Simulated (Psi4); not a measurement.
**S2F2 (Difluorodisulfane) at wB97X/6-311+G(d,p)**

What is the vertical ionisation energy of S2F2 (Difluorodisulfane) at wB97X/6-311+G**? 

The calculation is run with Psi4 1.11.

## Step 1: The structure to begin with

S2F2 has 4 atoms, charge 0, and is taken as a singlet. SMILES: `FSSF`. The coordinates come from a PBE0-D4/def2-TZVP relaxation.

Bond lengths: F1–S2 1.631 Å, S2–S3 1.890 Å, S3–F4 1.631 Å. Angles: F1–S2–S3 108.6°, S2–S3–F4 108.6°.

## Step 2: Energy and forces at wB97X/6-311+G(d,p)

job.json

```json
{
 "schema_name": "qcschema_input",
 "schema_version": 1,
 "molecule": {
  "schema_name": "qcschema_molecule",
  "schema_version": 2,
  "symbols": ["F", "S", "S", "F"],
  "geometry": [-3.37079897, -0.37781294, -1.17463486, -0.88376822, 1.44403422, -1.19500611, 1.9747449, -0.5223014, -0.34907021, 2.27978449, -0.54390097, 2.71871118],
  "molecular_charge": 0,
  "molecular_multiplicity": 1,
  "fix_symmetry": "c1",
  "fix_com": true,
  "fix_orientation": true
 },
 "driver": "gradient",
 "model": {
  "method": "wb97x",
  "basis": "6-311+G**"
 },
 "keywords": {
  "puream": true,
  "e_convergence": 1e-09,
  "d_convergence": 1e-08,
  "scf_type": "pk",
  "dft_radial_points": 99,
  "dft_spherical_points": 590
 }
}
```

Command:

```bash
$ psi4 --qcschema job.json -n 1 --memory 2200MB
```

stdout:

```text
[...]
  Running in c1 symmetry.
[...]
  Nuclear repulsion =  230.128319418727699
[...]
  Multiplicity = 1
[...]
  Nalpha       = 25
  Nbeta        = 25
[...]
    Number of basis functions: 104
[...]
   @RKS iter   1:  -995.95064116205310   -9.78316e-02   5.62268e-03 DIIS/ADIIS
[...]
   @RKS iter  12:  -996.03771832817858   -9.09495e-12   9.37304e-09 DIIS
[...]
    Orbital Energies [Eh]
    ---------------------
    Doubly Occupied:
       1A    -88.960483     2A    -88.960483     3A    -24.769306
       4A    -24.769305     5A     -8.151341     6A     -8.151145
       7A     -6.117383     8A     -6.117135     9A     -6.109766
      10A     -6.109192    11A     -6.101392    12A     -6.101391
      13A     -1.363962    14A     -1.358784    15A     -1.009389
      16A     -0.808820    17A     -0.674238    18A     -0.621038
      19A     -0.616384    20A     -0.585515    21A     -0.585380
      22A     -0.557312    23A     -0.472878    24A     -0.415251
      25A     -0.406582
[...]
  @RKS Final Energy:  -996.03771832817858
   => Energetics <=
    Nuclear Repulsion Energy =            230.1283194187276990
    One-Electron Energy =               -1835.5451457046137875
    Two-Electron Energy =                 663.8457480707512559
    DFT Exchange-Correlation Energy =     -54.4666401130436597
    Empirical Dispersion Energy =           0.0000000000000000
    VV10 Nonlocal Energy =                  0.0000000000000000
    Total Energy =                       -996.0377183281785847
[...]
 Multipole Moments:
 ------------------------------------------------------------------------------------
     Multipole            Electronic (a.u.)      Nuclear  (a.u.)        Total (a.u.)
 ------------------------------------------------------------------------------------
 L = 1.  Multiply by 2.5417464519 to convert [e a0] to [Debye]
 Dipole X            :         -7.2621855            7.6364966            0.3743110
 Dipole Y            :         -6.1360743            6.4522999            0.3162256
 Dipole Z            :         10.2787969          -10.8085342           -0.5297373
 Magnitude           :                                                    0.7216155
[...]
  -Total Gradient:
     Atom            X                  Y                   Z
    ------   -----------------  -----------------  -----------------
       1        0.011876373024     0.011464677949    -0.000510756980
       2       -0.002564687459    -0.020406786828     0.001745297489
       3       -0.009420941840     0.010280211886     0.015221240886
       4        0.000114645704    -0.001333558230    -0.016463393675
[...]
```

The result, in JSON:

```text
{
 "driver": "gradient",
 "model": {
  "method": "wb97x",
  "basis": "6-311+G**"
 },
 "success": true,
 "return_result": [0.011876373024095097, 0.011464677948645918, -0.0005107569797335493, -0.0025646874592215874, -0.02040678682757438, 0.001745297489371335, -0.009420941839830416, 0.010280211886487645, 0.015221240885786164, 0.00011464570382589169, -0.0013335582302564882, -0.016463393675481747],
 "properties": {
  "calcinfo_nbasis": 104,
  "calcinfo_nmo": 104,
  "calcinfo_nalpha": 25,
  "calcinfo_nbeta": 25,
  "calcinfo_natom": 4,
  "nuclear_repulsion_energy": 230.1283194187277,
  "return_energy": -996.0377183281786,
  "return_gradient": [0.011876373024095097, 0.011464677948645918, -0.0005107569797335493, -0.0025646874592215874, -0.02040678682757438, 0.001745297489371335, -0.009420941839830416, 0.010280211886487645, 0.015221240885786164, 0.00011464570382589169, -0.0013335582302564882, -0.016463393675481747],
  "scf_one_electron_energy": -1835.5451457046138,
  "scf_two_electron_energy": 663.8457480707513,
  "scf_xc_energy": -54.46664011304366,
  "scf_dipole_moment": [0.37431101321864624, 0.316225604825771, -0.5297373080193406],
  "scf_total_energy": -996.0377183281786,
  "scf_total_gradient": [0.011876373024095097, 0.011464677948645918, -0.0005107569797335493, -0.0025646874592215874, -0.02040678682757438, 0.001745297489371335, -0.009420941839830416, 0.010280211886487645, 0.015221240885786164, 0.00011464570382589169, -0.0013335582302564882, -0.016463393675481747],
  "scf_iterations": 12
 }
}
```

It took 13 s on 1 thread of Intel Xeon 6975P-C (Granite Rapids), shared host; peak memory 1 GiB.

## Step 3: The doublet cation: a single-point energy at U-wB97X/6-311+G(d,p)

job.py

```python
import psi4

psi4.set_memory('2200 MB')
psi4.set_num_threads(1)
psi4.core.set_output_file('psi4.out', False)

geom = psi4.geometry("""
1 2
F     -1.783750    -0.199930    -0.621590
S     -0.467670     0.764150    -0.632370
S      1.044990    -0.276390    -0.184720
F      1.206410    -0.287820     1.438680
symmetry c1
""")

options = {'basis': '6-311+G**', 'reference': 'uks', 'puream': True, 'e_convergence': 1e-09, 'd_convergence': 1e-08, 'scf_type': 'pk', 'dft_radial_points': 99, 'dft_spherical_points': 590, 'maxiter': 100}
psi4.set_options(options)

energy_value = psi4.energy("wb97x")
print(f'wb97x energy: {energy_value:.10f} Eh')
```

Command:

```bash
$ python job.py
```

psi4.out:

```text
[...]
  Running in c1 symmetry.
[...]
  Nuclear repulsion =  230.128319113788450
[...]
  Multiplicity = 2
[...]
  Nalpha       = 25
  Nbeta        = 24
[...]
    Number of basis functions: 104
[...]
   @UKS iter   1:  -995.50624967882948    3.46560e-01   5.52946e-03 DIIS/ADIIS
[...]
   @UKS iter  17:  -995.62487861056627   -7.50333e-12   7.03412e-09 DIIS
[...]
   @S^2 Observed:                7.728449940E-01
[...]
    Orbital Energies [Eh]
    ---------------------
    Alpha Occupied:
       1A    -89.262931     2A    -89.262929     3A    -25.039869
       4A    -25.039868     5A     -8.450347     6A     -8.450151
       7A     -6.414692     8A     -6.414301     9A     -6.408226
      10A     -6.407969    11A     -6.405190    12A     -6.405014
      13A     -1.627946    14A     -1.621722    15A     -1.299247
      16A     -1.085011    17A     -0.940592    18A     -0.887123
      19A     -0.878433    20A     -0.847610    21A     -0.843607
      22A     -0.817232    23A     -0.738213    24A     -0.699047
      25A     -0.690227
    Alpha Virtual:
[...]
  @UKS Final Energy:  -995.62487861056627
   => Energetics <=
    Nuclear Repulsion Energy =            230.1283191137884501
    One-Electron Energy =               -1821.6700528233679961
    Two-Electron Energy =                 650.1827540670238932
    DFT Exchange-Correlation Energy =     -54.2658989680105890
    Empirical Dispersion Energy =           0.0000000000000000
    VV10 Nonlocal Energy =                  0.0000000000000000
    Total Energy =                       -995.6248786105662703
[...]
 Multipole Moments:
 ------------------------------------------------------------------------------------
     Multipole            Electronic (a.u.)      Nuclear  (a.u.)        Total (a.u.)
 ------------------------------------------------------------------------------------
 L = 1.  Multiply by 2.5417464519 to convert [e a0] to [Debye]
 Dipole X            :         -0.2139607            0.6946095            0.4806487
 Dipole Y            :         -0.1807761            0.5868381            0.4060620
 Dipole Z            :          0.3028376           -0.9830746           -0.6802370
 Magnitude           :                                                    0.9266240
[...]
```

The script printed:

```text
wb97x energy: -995.6248786106 Eh
```

Run time: 17 s. Hardware: 1 thread of Intel Xeon 6975P-C (Granite Rapids), shared host; peak memory 1 GiB.

## Step 4: Results

Level: wB97X/6-311+G**.

```
                                          quantity          value
                        singlet S2F2: total energy  -996.03772 Eh
                       singlet S2F2: dipole moment         1.83 D
                         singlet S2F2: HOMO energy      -11.06 eV
                         singlet S2F2: LUMO energy        0.29 eV
                       singlet S2F2: HOMO–LUMO gap       11.35 eV
            singlet S2F2: largest force on an atom     1.061 eV/Å
                      doublet cation: total energy  -995.62488 Eh
doublet cation: HOMO energy (highest over α and β)      -17.97 eV
 doublet cation: LUMO energy (lowest over α and β)      -11.41 eV
                              doublet cation: ⟨S²⟩          0.773
vertical ionisation energy (to the doublet cation)      11.234 eV
```

**Reading.** Removing an electron at fixed nuclei costs 11.23 eV (259 kcal/mol). The largest force (singlet S2F2) is 1.06 eV/Å: the shape isn't a stationary point for this species at this level. −ε(HOMO) before ionisation, 11.06 eV, is 0.17 eV below this ionisation energy.
